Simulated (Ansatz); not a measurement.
How far each method lies from RCCSDTQ for NClO, singlet

Geometry: MP2(full)/6-31G*, from the G2/97 set.

```xyz
3

Cl   -0.5258   -0.9400    0.0000
N     0.0119    1.0183    0.0000
O     1.1546    1.1916    0.0000
```

Basis cc-pV(D+d)Z; Ansatz 0.2.0. Only valence electrons are correlated (noble-gas cores frozen), which leaves 18 electrons in 44 orbitals. R marks a restricted (for open shells ROHF) determinant, U an unrestricted one.

Full CI isn't at hand for all of this; RCCSDTQ serves as the reference, and is uncertain by about the last step of the cluster series. The frozen core follows each run's orbitals, which can shift R against U totals by a few meV.

Unrestricted rows (U) aren't spin-pure: their determinants' ⟨S²⟩ exceeds S(S+1) by up to 0.55, so they mix in states of higher spin.

- UHF ⟨S²⟩: 0.546
- T1 diagnostic (RCCSD): 0.0222
- largest doubles amplitude (RCCSD): 0.143

```tsv
level	E − E(RCCSDTQ) (meV)	share of correlation (%)	wall time
RHF	14847	0.00	–
UHF	14597	1.68	–
RMP2	981	93.39	–
UMP2	1922	87.06	–
RCCSD	758	94.89	–
UCCSD	805	94.58	–
RCCSD(T)	118	99.21	1.1 s
UCCSD(T)	194	98.69	18 s
RCCSDT	81	99.46	–
RCCSDT(Q)	-14	100.10	4.2 s (H100)
```

The correlation energy at RCCSDTQ, counted from RHF, is -14.847 eV. That run took 4.9 min on 2 threads of AMD EPYC 7R13 with a shared H100 80 GB, shared host.

Times hold each run's SCF and search for its determinant on a shared host, so for small cases they say little of a method's own cost; rows without a card ran on 1 thread of AMD EPYC 7R13.

Atomization energy (electronic, same basis, no zero-point term; atoms at the same level, unrestricted beside the R rows where the molecule is a closed shell, with restricted open-shell steps beyond CCSDT(Q)) at RCCSDTQ: 686.8 kJ/mol. Errors of other levels:

```tsv
level	error (kJ/mol)
RHF	-543.5
UHF	-519.4
RMP2	45.3
UMP2	-45.5
RCCSD	-63.6
UCCSD	-68.1
RCCSD(T)	-9.3
UCCSD(T)	-16.6
RCCSDT	-7.0
RCCSDT(Q)	1.5
```

This basis is far from its limit, so the value isn't to be set against a measured one.
